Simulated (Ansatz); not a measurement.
## HNO2 (nitrous acid): the vertical energy of the triplet above the singlet from total energies

HNO2: 4 atoms, total charge 0, spin state singlet. As SMILES, `O=NO`. The shape is that of a GFN2-xTB optimisation.

Both states at this one shape; open shells run unrestricted unless said. 1 Eh = 27.2114 eV.

```
           level  program  singlet HNO2 (Eh)  triplet HNO2 (Eh)
    B3LYP/STO-3G   Ansatz        -202.868358        -202.797416
CAM-B3LYP/STO-3G   Ansatz        -202.784690        -202.717444
```

Task: Work out the vertical gap, second state less first, at each level.

Result: 
1. B3LYP/STO-3G: -202.797416 − (-202.868358) = 0.070942 Eh = 1.93 eV.
2. CAM-B3LYP/STO-3G: -202.717444 − (-202.784690) = 0.067246 Eh = 1.83 eV.

No measured value is set beside it here; the levels span 1.83 to 1.93 eV. Minimal sets are far from the basis-set limit.
